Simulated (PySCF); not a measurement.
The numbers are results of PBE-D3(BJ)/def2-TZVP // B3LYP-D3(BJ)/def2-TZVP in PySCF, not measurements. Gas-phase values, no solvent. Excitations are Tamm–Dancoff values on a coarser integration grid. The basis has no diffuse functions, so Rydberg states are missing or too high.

Reference species (SMILES): `FC(F)(F)F` (neutral, multiplicity 1).

```yaml
brightest of the four lowest singlets (TDA): 13.38 eV
HOMO: -10.33 eV
```

Changed species: `FCF` (2 of 4 F replaced by H; the reference has 0 of 4 F replaced by H).

Give the shifts of the brightest of the four lowest singlets (TDA) and HOMO.

the brightest of the four lowest singlets (TDA) falls by 4.22 eV, to 9.16 eV; the HOMO increases by 2.25 eV, to -8.08 eV.
